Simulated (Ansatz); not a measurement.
**Which is lower?**

Two relaxed structures of CH4NSi (charge +1), singlet (PBE0-D4/def2-TZVP; forces vanish, vibrations not checked).

A:

| atom | x (Å) | y (Å) | z (Å) |
| --- | --- | --- | --- |
| C1 | -1.1878 | 0.2539 | -0.7646 |
| N2 | -0.1538 | 0.0325 | -0.0989 |
| Si3 | 1.1781 | -0.2523 | 0.7581 |
| H4 | -1.1266 | 0.6835 | -1.7678 |
| H5 | -2.1757 | 0.0230 | -0.3579 |
| H6 | 1.6590 | 0.8283 | 1.6256 |
| H7 | 1.8069 | -1.5689 | 0.6054 |

B:

```
7
angstrom
C -0.1734 0.0367 -0.1117
N -1.2110 0.2588 -0.7796
Si 1.2330 -0.2636 0.7936
H -1.1803 0.6609 -1.7187
H -2.1455 0.0501 -0.4222
H 1.6960 0.8312 1.6540
H 1.8432 -1.5873 0.6244
```

Program: Ansatz 0.2.0. Basis: def2-TZVPP. Cores are frozen in the correlated methods. B3LYP uses VWN-RPA correlation.

Task: Which structure is lower at CCSD(T), and by how much? (An estimate is asked for; the value comes from the calculation.)

Result: By the calculation: A, by 108.7 kJ/mol (electronic energy, against the other). By their contacts, A is CH₄NSi ([CH2][N][SiH2]), total charge +1 and B is CH₄NSi ([NH2][C][SiH2]), total charge +1.

All methods give the same order:

```tsv
method	E(B) − E(A) (kJ/mol)
PBE-D4	98.0
r2SCAN-D4	106.1
PBE0-D4	102.9
B3LYP-D4	111.4
wB97M-V	107.3
HF	129.7
MP2	121.1
CCSD	111.3
CCSD(T)	108.7
```

T1 diagnostic: at most 0.020.

Labels in which every atom is bracketed show which atoms are joined, not bond orders.

For scale, one of the runs: CCSD(T)/def2-TZVPP, 160 basis functions, launched by `ansatz run in.yaml --threads 2 --pin off --events-out ev --progress --plain --max-ram 4352MiB`. The run took 18 s on 2 CPU threads of an Arm Neoverse V2 (shared host), with 1.1 GiB of host memory at its peak.
